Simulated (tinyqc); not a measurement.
Worked calculation: UKS/BLYP in the sto-3g basis, for BH, spin multiplicity 3. One step of it, computed by the program tinyqc.

Task: Iteration 2: building the Kohn-Sham matrix. J_ij = sum D_kl (ij|kl) with D = D(alpha) + D(beta); F = H + J + V_xc; E = tr D H + tr D J / 2 + E_xc + E_nn.

D(alpha) after iteration 1, order 1B 1s, 1B 2s, 1B 2px, 1B 2py, 1B 2pz, 2H 1s:
$$\begin{pmatrix}
0.331097 & -0.117807 & 0.000000 & 0.000000 & 0.061652 & 0.017372 \\
-0.117807 & 0.447981 & 0.000000 & 0.000000 & -0.236281 & -0.098331 \\
0.000000 & 0.000000 & 0.717359 & -0.070045 & 0.000000 & 0.000000 \\
0.000000 & 0.000000 & -0.070045 & 0.982641 & 0.000000 & 0.000000 \\
0.061652 & -0.236281 & 0.000000 & 0.000000 & 0.930031 & -0.158052 \\
0.017372 & -0.098331 & 0.000000 & 0.000000 & -0.158052 & 0.755539
\end{pmatrix}$$

D(beta) after iteration 1, order 1B 1s, 1B 2s, 1B 2px, 1B 2py, 1B 2pz, 2H 1s:
$$\begin{pmatrix}
0.323831 & -0.089366 & 0.000000 & 0.000000 & -0.011521 & 0.020404 \\
-0.089366 & 0.336617 & 0.000000 & 0.000000 & 0.048709 & -0.109681 \\
0.000000 & 0.000000 & 0.666355 & 0.149731 & 0.000000 & 0.000000 \\
0.000000 & 0.000000 & 0.149731 & 0.033645 & 0.000000 & 0.000000 \\
-0.011521 & 0.048709 & 0.000000 & 0.000000 & 0.021059 & -0.116151 \\
0.020404 & -0.109681 & 0.000000 & 0.000000 & -0.116151 & 0.753486
\end{pmatrix}$$

core Hamiltonian H = T + V (hartree), order 1B 1s, 1B 2s, 1B 2px, 1B 2py, 1B 2pz, 2H 1s:
$$\begin{pmatrix}
-12.589160 & -3.259529 & 0.000000 & 0.000000 & -0.006753 & -0.140947 \\
-3.259529 & -3.680254 & 0.000000 & 0.000000 & -0.068525 & -0.499437 \\
0.000000 & 0.000000 & -2.872773 & 0.000000 & 0.000000 & 0.000000 \\
0.000000 & 0.000000 & 0.000000 & -2.872773 & 0.000000 & 0.000000 \\
-0.006753 & -0.068525 & 0.000000 & 0.000000 & -2.910149 & -0.564791 \\
-0.140947 & -0.499437 & 0.000000 & 0.000000 & -0.564791 & -1.806373
\end{pmatrix}$$

Two-electron integrals (ij|kl) in chemists' order, unique and non-zero (hartree):
```
(11|11) 2.923513   (21|11) 0.518376   (21|21) 0.109262   (22|11) 0.744229
(22|21) 0.193177   (22|22) 0.544804   (31|31) 0.020264   (32|31) 0.029996
(32|32) 0.120346   (33|11) 0.742491   (33|21) 0.193240   (33|22) 0.544682
(33|33) 0.586773   (41|41) 0.020264   (42|41) 0.029996   (42|42) 0.120346
(43|43) 0.031630   (44|11) 0.742491   (44|21) 0.193240   (44|22) 0.544682
(44|33) 0.523513   (44|44) 0.586773   (51|51) 0.020264   (52|51) 0.029996
(52|52) 0.120346   (53|53) 0.031630   (54|54) 0.031630   (55|11) 0.742491
(55|21) 0.193240   (55|22) 0.544682   (55|33) 0.523513   (55|44) 0.523513
(55|55) 0.586773   (61|11) 0.021926   (61|21) 0.004610   (61|22) 0.008197
(61|33) 0.008165   (61|44) 0.008165   (61|51) 0.000346   (61|52) 0.000639
(61|55) 0.008267   (61|61) 0.000201   (62|11) 0.078216   (62|21) 0.020763
(62|22) 0.068095   (62|33) 0.066012   (62|44) 0.066012   (62|51) 0.002233
(62|52) 0.015731   (62|55) 0.072185   (62|61) 0.000938   (62|62) 0.014669
(63|31) 0.001649   (63|32) 0.008581   (63|53) 0.002666   (63|63) 0.001223
(64|41) 0.001649   (64|42) 0.008581   (64|54) 0.002666   (64|64) 0.001223
(65|11) 0.087254   (65|21) 0.023386   (65|22) 0.080327   (65|33) 0.076550
(65|44) 0.076550   (65|51) 0.003601   (65|52) 0.024255   (65|55) 0.087783
(65|61) 0.001085   (65|62) 0.019828   (65|65) 0.027487   (66|11) 0.267938
(66|21) 0.072148   (66|22) 0.266095   (66|33) 0.254827   (66|44) 0.254827
(66|51) 0.006705   (66|52) 0.065872   (66|55) 0.288313   (66|61) 0.003247
(66|62) 0.083799   (66|65) 0.121674   (66|66) 0.774606
```

nuclear repulsion = 1.34036781 hartree

V_xc(alpha) (hartree), order 1B 1s, 1B 2s, 1B 2px, 1B 2py, 1B 2pz, 2H 1s:
$$\begin{pmatrix}
-1.428562 & -0.251682 & 0.000000 & 0.000000 & 0.002952 & -0.010632 \\
-0.251682 & -0.495684 & 0.000000 & 0.000000 & 0.020961 & -0.062516 \\
0.000000 & 0.000000 & -0.488007 & 0.003961 & 0.000000 & 0.000000 \\
0.000000 & 0.000000 & 0.003961 & -0.501398 & 0.000000 & 0.000000 \\
0.002952 & 0.020961 & 0.000000 & 0.000000 & -0.497055 & -0.076802 \\
-0.010632 & -0.062516 & 0.000000 & 0.000000 & -0.076802 & -0.476198
\end{pmatrix}$$

V_xc(beta) (hartree), order 1B 1s, 1B 2s, 1B 2px, 1B 2py, 1B 2pz, 2H 1s:
$$\begin{pmatrix}
-1.392030 & -0.229808 & 0.000000 & 0.000000 & -0.000309 & -0.009745 \\
-0.229808 & -0.395356 & 0.000000 & 0.000000 & -0.004419 & -0.056139 \\
0.000000 & 0.000000 & -0.445162 & -0.022809 & 0.000000 & 0.000000 \\
0.000000 & 0.000000 & -0.022809 & -0.368817 & 0.000000 & 0.000000 \\
-0.000309 & -0.004419 & 0.000000 & 0.000000 & -0.371525 & -0.071017 \\
-0.009745 & -0.056139 & 0.000000 & 0.000000 & -0.071017 & -0.475254
\end{pmatrix}$$

E_xc = sum of w rho eps_xc = -2.71388602 hartree

Give: Coulomb J; F(alpha); F(beta); total energy of this density.

Result:

Coulomb J (hartree), order 1B 1s, 1B 2s, 1B 2px, 1B 2py, 1B 2pz, 2H 1s:
$$\begin{pmatrix}
5.098 & 1.181 & 0.000 & 0.000 & -0.002 & 0.050 \\
1.181 & 2.990 & 0.000 & 0.000 & 0.037 & 0.427 \\
0.000 & 0.000 & 2.991 & 0.005 & 0.000 & 0.000 \\
0.000 & 0.000 & 0.005 & 2.968 & 0.000 & 0.000 \\
-0.002 & 0.037 & 0.000 & 0.000 & 3.006 & 0.529 \\
0.050 & 0.427 & 0.000 & 0.000 & 0.529 & 2.284
\end{pmatrix}$$

F(alpha) (hartree), order 1B 1s, 1B 2s, 1B 2px, 1B 2py, 1B 2pz, 2H 1s:
$$\begin{pmatrix}
-8.920 & -2.330 & 0.000 & 0.000 & -0.006 & -0.102 \\
-2.330 & -1.186 & 0.000 & 0.000 & -0.010 & -0.135 \\
0.000 & 0.000 & -0.370 & 0.009 & 0.000 & 0.000 \\
0.000 & 0.000 & 0.009 & -0.406 & 0.000 & 0.000 \\
-0.006 & -0.010 & 0.000 & 0.000 & -0.402 & -0.112 \\
-0.102 & -0.135 & 0.000 & 0.000 & -0.112 & 0.001
\end{pmatrix}$$

F(beta) (hartree), order 1B 1s, 1B 2s, 1B 2px, 1B 2py, 1B 2pz, 2H 1s:
$$\begin{pmatrix}
-8.884 & -2.308 & 0.000 & 0.000 & -0.009 & -0.101 \\
-2.308 & -1.086 & 0.000 & 0.000 & -0.035 & -0.129 \\
0.000 & 0.000 & -0.327 & -0.018 & 0.000 & 0.000 \\
0.000 & 0.000 & -0.018 & -0.274 & 0.000 & 0.000 \\
-0.009 & -0.035 & 0.000 & 0.000 & -0.276 & -0.106 \\
-0.101 & -0.129 & 0.000 & 0.000 & -0.106 & 0.002
\end{pmatrix}$$

total energy of this density = -13.92325 hartree

This density is a damped mixture and is not idempotent.
